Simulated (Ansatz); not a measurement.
How far each method lies from full CI for HB–AlH⁺, doublet

Geometry: that of the HB–AlH, singlet, kept fixed.

```xyz
4

B     0.0000   -0.2366    1.4274
Al    0.0000    0.1163   -0.5970
H     0.0000    0.3668    2.4614
H     0.0000   -0.9435   -1.7892
```

Basis 6-31G; Ansatz 0.2.0. Correlated methods freeze the noble-gas cores, which leaves 7 electrons in 20 orbitals. R marks a restricted (for open shells ROHF) determinant, U an unrestricted one. Active spaces: valence = (7e, 10o) chosen from the atoms' valence shells.

Full CI is exact within this basis and frozen core; it isn't the basis-set limit. The frozen core follows each run's orbitals, which can shift R against U totals by a few meV.

For open shells CISD and CISDTQ are restricted-active-space CI with the open shells as a complete middle space.

The UHF ⟨S²⟩ is 0.788 and the T1 diagnostic (RCCSD) is 0.0302. The largest doubles amplitude (RCCSD) is 0.045 and the T1 diagnostic (UCCSD) is 0.0234.

| level | E − E(full CI) (mEh) | share of correlation (%) | wall time |
| --- | --- | --- | --- |
| RHF | 92.52 | 0.00 | – |
| UHF | 87.85 | 5.05 | – |
| RMP2 | 28.07 | 69.66 | – |
| UMP2 | 28.45 | 69.25 | – |
| CISD | 6.65 | 92.82 | 0.36 s |
| RCCSD | 2.79 | 96.99 | – |
| UCCSD | 2.61 | 97.18 | – |
| RCCSD(T) | 0.94 | 98.99 | 0.72 s |
| UCCSD(T) | 0.90 | 99.02 | 0.69 s |
| BCCD(T) | 0.92 | 99.01 | 0.6 s |
| RCCSDT | 0.11 | 99.88 | – |
| UCCSDT | 0.10 | 99.90 | – |
| CISDTQ | 0.17 | 99.82 | 2.6 s |
| RCCSDT(Q) | 0.03 | 99.97 | 1.7 s |
| UCCSDT(Q) | 0.02 | 99.98 | 1.5 s |
| RCCSDTQ | 0.00 | 99.99 | 15 s |
| UCCSDTQ | 0.00 | 100.00 | 15 s |
| CASSCF (valence space) | 15.81 | 82.91 | – |
| NEVPT2 (valence space) | 4.52 | 95.11 | 2.4 s |
| MRCISD (valence space) | 0.34 | 99.63 | – |
| MRCISD+Q (valence space) | 0.18 | 99.81 | 4.7 s |
| MRCISD+Q(relaxed) (valence space) | -0.05 | 100.06 | 7 s |

The correlation energy at full CI, counted from RHF, is -2.518 eV. That run took 17 s on 1 thread of INTEL XEON PLATINUM 8581C, shared host over 2,782,032 determinants.

Times hold each run's SCF and search for its determinant on a shared host, so for small cases they say little of a method's own cost; they ran on 1 thread of INTEL XEON PLATINUM 8581C. Some runs computed forces too.

The full-CI state has the irrep A' of Cs, in the program's axes.

Natural occupations of full CI about the gap: 1.964 1.954 1.934 0.983 0.053 0.026 0.023 0.019 0.019 0.009; effectively unpaired electrons, Σ n²(2−n)², 1.05.
